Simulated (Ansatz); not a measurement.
Predict the output of the script below (Ansatz's Python interface).

The script, `clhmgs_pa.py`:
```python
# -*- coding: utf-8 -*-
import ansatz as az
import numpy as np


def main():
    mol = (
        az.Crystal.molecule()
        .atom("S", (-0.3293, 1.6589, -0.5395))
        .atom("Mg", (-0.2761, -0.6842, -0.0658))
        .atom("Cl", (-0.2021, -3.0048, 0.3955))
        .atom("H", (0.8631, 1.9698, 0.1894))
    )

    job = mol.calculation().basis(gaussian="def2-SVP").functional("pbe0")
    symbols = [site.symbol for site in mol.cartesian_sites]
    start = np.array([site.position_ang for site in mol.cartesian_sites], dtype=float)
    summary = job.relax(force_tolerance=0.01, max_steps=100).run(threads=1, pin="off").report
    end = np.array(summary["positions_ang"])

    away = sum((end[0] - end[j]) / np.linalg.norm(end[0] - end[j]) for j in [1, 3]) + np.array([0.15, 0.1, -0.2])
    proton = end[0] + 1.4 * away / np.linalg.norm(away)
    acid = az.Crystal.molecule()
    for symbol, place in zip(symbols, end):
        acid = acid.atom(symbol, place.tolist())
    acid = acid.atom("H", proton.tolist())
    protonated = acid.calculation()
    protonated = protonated.basis(gaussian="def2-SVP")
    protonated = protonated.functional("pbe0").charge(1)
    protonated = protonated.relax(force_tolerance=0.01, max_steps=80)
    after = protonated.run(threads=1, pin="off").report
    xyz = np.array(after["positions_ang"])
    reach = np.linalg.norm(xyz[:-1] - xyz[-1], axis=1)
    print(f"base {summary['free_energy_ev']:.5f} eV, protonated {after['free_energy_ev']:.5f} eV")
    print(f"the proton ends {reach.min():.3f} A from {symbols[reach.argmin()]}{reach.argmin()}")
    print(f"electronic proton affinity {(summary['free_energy_ev'] - after['free_energy_ev']):.3f} eV")


if __name__ == "__main__":
    main()
```

Running `python clhmgs_pa.py` prints:
```text
base -28802.06679 eV, protonated -28810.24601 eV
the proton ends 1.358 A from S0
electronic proton affinity 8.179 eV
```

Total energies depend on the basis set; only differences at equal settings carry meaning. The proton is put on one chosen atom, which needn't be the most basic site, so the molecule's proton affinity can be higher; the ends are stationary points, not checked by frequencies, and zero-point and thermal terms count only where printed. Wall time of the script: 18 s on 1 thread of INTEL(R) XEON(R) PLATINUM 8581C CPU @ 2.10GHz (Emerald Rapids) (shared host), peak memory 0.22 GiB.
